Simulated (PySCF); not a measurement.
# LiN⁺: frontier orbitals

UHF at R = 2.079 Å; Li STO-3G, N STO-3G; no relativity (PySCF 2.14). State: ⁴Σ⁻ (quartet), unpaired electrons σ ↑, π ↑↑. Only the outer orbitals are listed, counted within each symmetry.

```
spin  orbital  occ.  ε (eV)  on Li (%)   main shells (%)
   α       3σ     1  -37.73          1            99 N s
   α       4σ     1  -21.37          6            94 N p
   α       1π     1  -21.13          1            99 N p
   α       1π     1  -21.13          1            99 N p
   α       5σ     0   -4.03         99  84 Li s, 15 Li p
   α       2π     0   -1.98         99           99 Li p
   α       2π     0   -1.98         99           99 Li p
   β       3σ     1  -25.67          7            91 N s
   β       4σ     0   -4.15         96   87 Li s, 8 Li p
   β       1π     0   -2.70         89   89 Li p, 11 N p
   β       1π     0   -2.70         89   89 Li p, 11 N p
```

Question: Which are the highest filled and the lowest empty level, where do they sit, and how wide is the gap?

Answer: Highest filled α 1π at -21.13 eV (in %: 99 N p); lowest empty β 4σ at -4.15 eV (in %: 87 Li s, 8 Li p); the gap at UHF is 16.98 eV.

```
bond order (Mayer)                                                                                                : 0.32
⟨S²⟩                                                                                                              : 3.755
charge on Li (Mulliken, basis-dependent)                                                                          : 0.83
charge on Li (Löwdin, basis-dependent)                                                                            : 0.70
dipole moment (positive dipole points towards N; it is taken about the centre of mass and depends on that origin) : -5.50 D
polarisability along the bond                                                                                     : 5.4 bohr³
polarisability across the bond                                                                                    : 3.4 bohr³
```

STO-3G is very small, so such numbers show the basis as much as the molecule. The state is the lowest determinant that a PBE0 search found; another state may lie lower at other levels.
